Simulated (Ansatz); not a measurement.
Geometry optimisation, UKS B3LYP-D4/STO-3G (Ansatz).

Input file:

```yaml
crystal:
  periodic: [false, false, false]
  atoms:
    - { symbol: C, position_ang: [-0.3602, -0.4399, 1.7145] }
    - { symbol: C, position_ang: [0.0778, -0.1847, 0.2905] }
    - { symbol: C, position_ang: [1.2351, -1.0372, -0.075] }
    - { symbol: C, position_ang: [-0.424, 0.7104, -0.5439] }
    - { symbol: "N", position_ang: [-0.1548, 0.97, -1.8483] }
    - { symbol: O, position_ang: [-1.5511, 1.4712, -0.1112] }
    - { symbol: H, position_ang: [0.4112, -0.1487, 2.4214] }
    - { symbol: H, position_ang: [-0.6547, -1.4257, 1.8401] }
    - { symbol: H, position_ang: [-1.2751, 0.2339, 1.9996] }
    - { symbol: H, position_ang: [1.6801, -0.8334, -1.0296] }
    - { symbol: H, position_ang: [2.0671, -0.8737, 0.6795] }
    - { symbol: H, position_ang: [1.0085, -2.0893, -0.0122] }
    - { symbol: H, position_ang: [0.4338, 0.318, -2.2365] }
    - { symbol: H, position_ang: [-1.0115, 1.0404, -2.4013] }
    - { symbol: H, position_ang: [-1.504, 2.2381, -0.6582] }
magnetization:
  spin_polarized: true
basis:
  gaussian: { orbitals: STO-3G }
hamiltonian:
  xc: b3lyp
  dispersion: d4
relax:
  f_tol: 0.02
  max_steps: 40
```

Command:

```bash
$ ansatz run input.yaml --threads 1 --pin off --max-ram 2048MiB --backend cpu --events-out ev --progress --plain --runs-dir out
```

Problem. Where does it end, and by what steps?

Solution. The forces met the threshold. Limits of this set-up: minimal basis. After 10 steps the energy has fallen by 1.245 eV; H13 moved furthest, 0.57 Å.

```json
{"step": "0", "energy less start (eV)": "0.0000", "largest force component (eV/Å)": "5.212", "accepted": "yes"}
{"step": "1", "energy less start (eV)": "-1.1188", "largest force component (eV/Å)": "1.097", "accepted": "yes"}
{"step": "2", "energy less start (eV)": "-1.1972", "largest force component (eV/Å)": "0.647", "accepted": "yes"}
{"step": "3", "energy less start (eV)": "-1.1955", "largest force component (eV/Å)": "0.389", "accepted": "no"}
{"step": "4", "energy less start (eV)": "-1.2290", "largest force component (eV/Å)": "0.268", "accepted": "yes"}
{"step": "5", "energy less start (eV)": "-1.2373", "largest force component (eV/Å)": "0.138", "accepted": "yes"}
{"step": "6", "energy less start (eV)": "-1.2385", "largest force component (eV/Å)": "0.188", "accepted": "yes"}
{"step": "7", "energy less start (eV)": "-1.2438", "largest force component (eV/Å)": "0.078", "accepted": "yes"}
{"step": "8", "energy less start (eV)": "-1.2445", "largest force component (eV/Å)": "0.043", "accepted": "yes"}
{"step": "9", "energy less start (eV)": "-1.2450", "largest force component (eV/Å)": "0.023", "accepted": "yes"}
{"step": "10", "energy less start (eV)": "-1.2452", "largest force component (eV/Å)": "0.010", "accepted": "yes"}
```

```xyz
15
Properties=species:S:1:pos:R:3
C -0.388 -0.376 1.773
C 0.077 -0.202 0.323
C 1.234 -1.091 -0.139
C -0.539 0.705 -0.478
N -0.132 1.142 -1.829
O -1.667 1.434 -0.014
H 0.459 -0.274 2.473
H -0.832 -1.374 1.933
H -1.144 0.384 2.020
H 1.409 -1.019 -1.224
H 2.175 -0.821 0.375
H 1.026 -2.148 0.098
H 0.805 0.707 -2.041
H -0.792 0.697 -2.528
H -1.711 2.186 -0.712
```

Whether the end is a true minimum wasn't checked by a vibrational analysis.

The run took 44 s on 1 thread of Intel(R) Xeon(R) Platinum 8375C CPU @ 2.90GHz (Ice Lake) (shared host), peak memory 0.17 GiB.
